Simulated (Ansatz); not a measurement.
# C4H6S (2,3-dihydrothiophene) at BHLYP/def2-SVP

Aim: the vertical singlet–triplet gap of C4H6S (2,3-dihydrothiophene) at BHLYP/def2-SVP, from 2 runs. 

The results are computed with Ansatz 0.2.0.

49 further runs of the same task are left out: 49 set aside as unsound or not needed.

## (1) Starting point

The species is C4H6S (11 atoms), meant as a singlet with charge 0. SMILES: `C1=CSCC1`. The shape is that of a PBE0-D4/def2-TZVP optimisation. This is one conformer, not always the lowest.

Bond lengths: C1–C2 1.329 Å, C2–S3 1.749 Å, S3–C4 1.823 Å, C1–C5 1.500 Å, C4–C5 1.528 Å, C1–H6 1.083 Å, C2–H7 1.082 Å, C4–H8 1.089 Å, C4–H9 1.092 Å, C5–H10 1.099 Å, C5–H11 1.093 Å. Some angles: C1–C2–S3 115.0°, C2–C1–C5 114.2°, C2–S3–C4 90.3°, S3–C4–C5 106.7°, C1–C5–C4 106.3°, C1–C2–H7 126.2°, S3–C2–H7 118.7°, C2–C1–H6 123.2°, C5–C1–H6 122.4°, S3–C4–H8 109.2°.

## (2) A single-point energy at BHLYP/def2-SVP

File input.yaml:

```yaml
crystal:
  periodic: [false, false, false]
  atoms:
    - {symbol: C, position_ang: [0.280500, 1.058200, -0.374100]}
    - {symbol: C, position_ang: [1.266700, 0.759000, 0.465700]}
    - {symbol: S, position_ang: [1.220700, -0.865500, 1.112000]}
    - {symbol: C, position_ang: [-0.478300, -1.076400, 0.485100]}
    - {symbol: C, position_ang: [-0.649000, -0.083500, -0.663200]}
    - {symbol: H, position_ang: [0.197200, 2.015800, -0.873100]}
    - {symbol: H, position_ang: [2.082600, 1.409500, 0.751800]}
    - {symbol: H, position_ang: [-0.623300, -2.113100, 0.183800]}
    - {symbol: H, position_ang: [-1.164400, -0.846900, 1.303500]}
    - {symbol: H, position_ang: [-0.374400, -0.543900, -1.622300]}
    - {symbol: H, position_ang: [-1.692700, 0.229900, -0.748800]}
basis:
  gaussian: {orbitals: def2-SVP}
hamiltonian: {xc: {name: BHLYP}}
accuracy: high
output: {orbitals: {seedname: orbitals}}
```

Command:

```
$ ansatz run input.yaml --threads 1 --pin off --max-ram 3480MiB --events-out events.jsonl --progress --plain --runs-dir runs
```

Standard output:

```text
Warning: RAYON_NUM_THREADS=1 ignored (pool sized by the plan → 1); use --threads N
Functional definition: BHLYP
  name "BHLYP"
  parameter a = 0.5
  exchange = (1 - a)*b88_x + a*exact_x
  correlation = lyp_c
2524 factors; integrals over basis functions are off by at most 3.9e-9 eV
mean field evaluation 1: about -15066.2977 eV, gradient 4.1e1 eV
mean field evaluation 2: about -15066.3293 eV, gradient 4.1e1 eV
mean field evaluation 4: about -15070.6810 eV, gradient 2.5e0 eV
mean field evaluation 8: about -15071.3002 eV, gradient 2.8e-1 eV
mean field evaluation 16: about -15071.3005 eV, gradient 2.4e-4 eV
mean field -15071.30048957 eV, -553.8600772973 hartree, gradient 5.7e-8 eV, S^2 0.000000; 0 other end points of the search recorded, 0 dependent functions left out
reference -15071.30051726 eV, -553.8600783147 hartree; 23, 23 occupied and 81, 81 virtual orbitals, 2524 factors
Total energy: -15071.30051726 eV, -553.8600783147 hartree
```

Run time: 6.6 s. Hardware: 1 thread of Intel Xeon 6975P-C (Granite Rapids), shared host; peak memory 0.41 GiB.

## (3) The triplet

Edit input.yaml of step 2 so:

```diff
@@ -16,2 +16,3 @@
   gaussian: {orbitals: def2-SVP}
+magnetization: {spin_polarized: true, initial_magnetization: 2}
 hamiltonian: {xc: {name: BHLYP}}
```

Command:

```
$ ansatz run input.yaml --threads 1 --pin off --max-ram 3480MiB --events-out events.jsonl --progress --plain --runs-dir runs
```

Standard output:

```text
Warning: RAYON_NUM_THREADS=1 ignored (pool sized by the plan → 1); use --threads N
[... 5 set-up lines as earlier in the session ...]
2524 factors; integrals over basis functions are off by at most 3.9e-9 eV
mean field evaluation 1: about -15059.7086 eV, gradient 3.7e1 eV
mean field evaluation 2: about -15049.7681 eV, gradient 5.5e1 eV
mean field evaluation 4: about -15067.4709 eV, gradient 3.8e0 eV
mean field evaluation 8: about -15067.6675 eV, gradient 1.9e-1 eV
mean field evaluation 16: about -15067.6688 eV, gradient 2.3e-4 eV
mean field -15067.66879692 eV, -553.7266150541 hartree, gradient 4.3e-8 eV, S^2 2.011786; 0 other end points of the search recorded, 0 dependent functions left out
reference -15067.66882473 eV, -553.7266160761 hartree; 24, 22 occupied and 80, 82 virtual orbitals, 2524 factors
Total energy: -15067.66882473 eV, -553.7266160761 hartree
```

It took 10 s on 1 thread of Intel Xeon 6975P-C (Granite Rapids), shared host; peak memory 0.57 GiB.

## (4) Outcome

At BHLYP/def2-SVP:

| quantity | value |
| --- | --- |
| singlet: total energy | -553.86008 Eh |
| singlet: HOMO energy | -6.69 eV |
| singlet: LUMO energy | 1.62 eV |
| singlet: HOMO–LUMO gap | 8.31 eV |
| triplet: total energy | -553.72662 Eh |
| triplet: HOMO energy (highest over α and β) | -3.51 eV |
| triplet: LUMO energy (lowest over α and β) | -2.04 eV |
| triplet: ⟨S²⟩ | 2.012 |
| vertical energy of the triplet above the singlet | 3.632 eV |

At this shape the triplet lies 3.63 eV (350 kJ/mol) above the singlet.
